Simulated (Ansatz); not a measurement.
`FC(Cl)Cl` + Cl• → `F[C](Cl)Cl`• + HCl  (hydrogen abstraction from a C–H bond)

Computed with Ansatz on PBE0-D4/def2-TZVP structures; ΔE is electronic, products minus reactants. CBS: MP2 limit from def2 TZ/QZ plus the TZ coupled-cluster correction, frozen cores. This one scheme is used for every species, atoms too. Open shells (•) are unrestricted, without spin–orbit coupling. Spin–orbit coupling would lower the free atoms: a little for Cl.

| species | CCSD(T)/CBS(def2) energy (Eh) |
| --- | --- |
| `FC(Cl)Cl` | -1057.98381 |
| Cl• | -459.70966 |
| `F[C](Cl)Cl`• | -1057.31613 |
| HCl | -460.38127 |

Work out ΔE.

ΔE = (-1057.31613) + (-460.38127) − (-1057.98381) − (-459.70966) = -0.00393 Eh = -2.5 kcal/mol.

Largest T1 diagnostic among the species: 0.015.

From PBE to PBE0 (25 % exact exchange), in def2-TZVPP and without D4, ΔE moves by +2.7 kcal/mol. Leaving LDA and LC-ωPBE aside and taking each functional with its dispersion term where it has one, the values, not all of them listed here, spread over 7.5 kcal/mol, from PBE-D4 to BHLYP-D4. LDA lies −3.5 kcal/mol from PBE without D4.
